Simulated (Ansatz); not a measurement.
**BNH2 (triplet): from Hartree-Fock to the top rungs, def2-TZVPP**

An exercise on one series of results from a longer session: the logs are not shown, and one member is left open.

Program: Ansatz 0.2.0, Gaussian basis. Level of theory: def2-TZVPP, core rule «outside noble gas», up to 2 orbitals frozen. These are calculated values, not measurements.

To be run: UHF; ROHF; CCSD(T) on UHF.

2 further runs of the same task are left out: 2 set aside as unsound or not needed.

**The system**

The geometry is a PBE0/def2-TZVP stationary point (not a proven minimum).

4 atoms, charge 0, spin multiplicity 3.

Atoms are counted from 1 here; the program's logs count them from 0.

Bond lengths: B1–N2 1.367 Å, N2–H3 1.012 Å, N2–H4 1.012 Å. Angles: B1–N2–H3 123.8°, B1–N2–H4 123.8°, H3–N2–H4 112.4°.

Coordinates:

```
B     0.0000    0.0000    0.8588
N     0.0000    0.0000   -0.5086
H     0.0000   -0.8409   -1.0720
H     0.0000    0.8409   -1.0720
```

The first run:

File in.yaml:

```yaml
crystal:
  periodic: [false, false, false]
  atoms:
    - {symbol: B, position_ang: [0.000000, 0.000000, 0.858848]}
    - {symbol: N, position_ang: [0.000000, 0.000000, -0.508608]}
    - {symbol: H, position_ang: [0.000000, -0.840950, -1.072031]}
    - {symbol: H, position_ang: [0.000000, 0.840950, -1.072031]}
basis:
  gaussian: {orbitals: def2-TZVPP}
magnetization: {spin_polarized: true, initial_magnetization: 2}
hamiltonian: {xc: hf}
output: {orbitals: {seedname: orbitals}}
```

Started as:

```bash
$ ansatz run in.yaml --threads 1 --pin off --events-out ev --progress --plain --max-ram 2816MiB --backend cpu
```

Among the steps run: UHF; ROHF; CCSD(T) on UHF.

One table of the session follows, with a row left open; its other results are not shown here.

| method | from UCCSD(T) (kJ/mol) |
| --- | --- |
| ROHF | ? |
| UHF | +755.5 |
| UMP2 | +68.2 |
| UCCSD | +28.1 |
| UCCSD(T) | 0 |

**Question.** Estimate the row for ROHF.

As computed: from UCCSD(T) (kJ/mol): +762.1. In the column «from UCCSD(T) (kJ/mol)» it is the highest.

With the free atoms at the same levels and basis (separate runs), the atomisation energy is 11.134 eV at UCCSD(T), 8.304 eV at ROHF.
